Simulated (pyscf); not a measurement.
H₂C=C•–CH₃ (SMILES C=[C]C) -> •HC=CH–CH₃ (SMILES [CH]=CC), a hydrogen shift (doublet surface; C–H broken, C–H formed). Structures and frequencies: ωB97X-D3(BJ)/def2-SVP in PySCF. MP2 and CC: frozen core, UHF for open shells. ΔMP2 is the change of the MP2 total energy from the triple- to the quadruple-zeta basis. Energies in kJ/mol from the reactant's lowest minimum found.

GFN2-xTB: tblite. Open shells are spin-unrestricted. 

In single points GFN2-xTB puts the saddle at 246.0 kJ/mol and the reaction energy at +17.1 kJ/mol. Should these be trusted to within a few kcal/mol? Compare with CCSD(T)/def2-TZVPP + ΔMP2(QZVPP).

CCSD(T)/def2-TZVPP + ΔMP2(QZVPP) gives ΔE‡ = 215.1 kJ/mol and ΔE = +16.1 kJ/mol. GFN2-xTB lies 31.0 kJ/mol over it in the barrier and 1.0 kJ/mol over it in the reaction energy, so on this step it does not hold to within 12.6 kJ/mol. CCSD(T)/def2-TZVPP + ΔMP2(QZVPP) has limits of its own. From the product side, HC≡CH + CH₃• lies, by one bond made or cut, 67.5 kJ/mol under this saddle at ωB97M-D3(BJ). H₂C=C•–CH₃ lies 85.1 kJ/mol over its isomer •H₂C–CH=CH₂ (electronic energy, ωB97M-D3(BJ)). •HC=CH–CH₃ lies 103.2 kJ/mol over its isomer •H₂C–CH=CH₂ (electronic energy, ωB97M-D3(BJ)). This is the saddle that the search found; another between the same sides may lie lower. The CCSD(T) − MP2 part came from Ansatz, without density fitting, on the same reference. A UHF reference is spin-contaminated (<S²> up to 0.95), which harms MP2 most.
